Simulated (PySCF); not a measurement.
Potential energy curve for SiO, singlet.

- RKS-CAM-B3LYP = restricted CAM-B3LYP/cc-pVDZ (PySCF)
- UKS-CAM-B3LYP = unrestricted CAM-B3LYP/cc-pVDZ run with PySCF
- RKS-B3LYP = restricted B3LYP/cc-pVDZ (PySCF)

Magnitude of the dipole moment (D; its direction can reverse along the curve, and a method can change to another solution) and Mulliken charge of the fragment that holds Si1:

```tsv
R / Å	μ RKS-CAM-B3LYP	q RKS-CAM-B3LYP	μ UKS-CAM-B3LYP	q UKS-CAM-B3LYP	μ RKS-B3LYP	q RKS-B3LYP
1.20	1.91	0.31	1.91	0.31	1.88	0.32
1.27	2.09	0.30	2.09	0.30	2.05	0.31
1.37	2.37	0.32	2.37	0.32	2.31	0.32
1.41	2.48	0.33	2.48	0.33	2.41	0.34
1.45	2.60	0.35	2.60	0.35	2.52	0.35
1.51	2.78	0.37	2.78	0.37	2.68	0.37
1.54	2.87	0.38	2.87	0.38	2.76	0.38
1.59	3.02	0.40	3.02	0.40	2.90	0.40
1.65	3.20	0.42	3.20	0.42	3.06	0.42
1.75	3.50	0.45	3.50	0.45	3.32	0.44
1.86	3.81	0.46	3.81	0.46	3.58	0.45
2.03	4.25	0.47	3.69	0.42	3.95	0.45
2.26	4.78	0.45	3.34	0.36	4.39	0.42
2.52	5.29	0.42	3.63	0.32	4.80	0.39
2.72	5.60	0.40	3.29	0.26	5.07	0.36
3.00	5.55	0.36	2.58	0.17	5.41	0.34
3.33	5.16	0.30	1.78	0.10	5.74	0.33
3.73	4.69	0.25	0.97	0.05	5.78	0.31
4.05	4.34	0.21	0.51	0.02	5.76	0.29
4.50	3.90	0.18	0.06	0.00	5.79	0.27
5.24	3.37	0.13	0.02	0.00	6.04	0.24
6.09	3.05	0.10	0.01	0.00	6.53	0.23
```

At the longest distance RKS-CAM-B3LYP, RKS-B3LYP leaves fractional charges on the fragments, a sign of delocalisation error or of the restricted form. The restricted form behind RKS-CAM-B3LYP, RKS-B3LYP keeps the bonding electrons paired and can't separate into open-shell fragments. The unrestricted solution behind UKS-CAM-B3LYP changes between 2.03 and 2.26 Å, which can leave a kink. The unrestricted determinant behind UKS-CAM-B3LYP is spin-contaminated at 2.03 to 6.09 Å (<S²> up to 2.0, against 0.00 for a pure singlet).
